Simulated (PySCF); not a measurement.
Compound: C4H4F2.
Structure used (PBE0-D3(BJ)/def2-SVP), in Å, numbered top down from 1:
```xyz
10
C4H4F2 angstrom
F     -2.5491   -0.8795    0.9838
C     -2.0549   -0.0855   -0.0165
C     -0.6006   -0.0209   -0.0039
C      0.6092    0.0425   -0.0003
C      2.0625    0.1279    0.0142
F      2.6318   -0.5220   -1.0478
H     -2.3944   -0.4847   -0.9887
H     -2.4732    0.9299    0.0992
H      2.4453   -0.3157    0.9503
H      2.3739    1.1869   -0.0120
```

Computed with MP2 and CCSD/aug-cc-pVDZ in PySCF, restricted Hartree–Fock reference, 6 core orbitals frozen, non-relativistic, gas phase, PBE0-D3(BJ)/def2-SVP geometry.

E(HF) = -352.63811 Eh.

Task: How large is the problem?

Result: 174 basis functions and 46 electrons; 6 orbitals frozen, which leaves o = 17 correlated occupied and v = 151 virtual orbitals. That is o·v = 2567 singles and o·v(o·v + 1)/2 = 3296028 distinct closed-shell doubles amplitudes before symmetry; the costliest CCSD step grows as o²v⁴ = 1.5 × 10^11.

Task: What are the MP2 and CCSD correlation energies?

Result: MP2 -0.9424 Eh and CCSD -0.9763 Eh, which gives totals of -353.58054 and -353.61445 Eh. That is 0.781 eV for each correlated electron at CCSD (2563 kJ/mol in all, 0.276 % of the total energy); MP2 gives 96.5 % of the CCSD value.

Task: What is the T1 diagnostic?

Result: 0.0126, below the customary warning level of 0.02. It is the norm of the spatial-orbital singles amplitudes over the root of the number of correlated electrons, so the norm is 0.073.

Task: How does correlation change the dipole moment?

Result: HF gives 2.04 D and CCSD (unrelaxed density) 1.83 D, a change of -0.21 D.

Connected triples and the basis-set limit are missing.

The job also held the EOM ionisation roots. The run took 13 min on Arm Neoverse V2, one thread, on a shared host, and the process peaked at 3.1 GiB of memory.
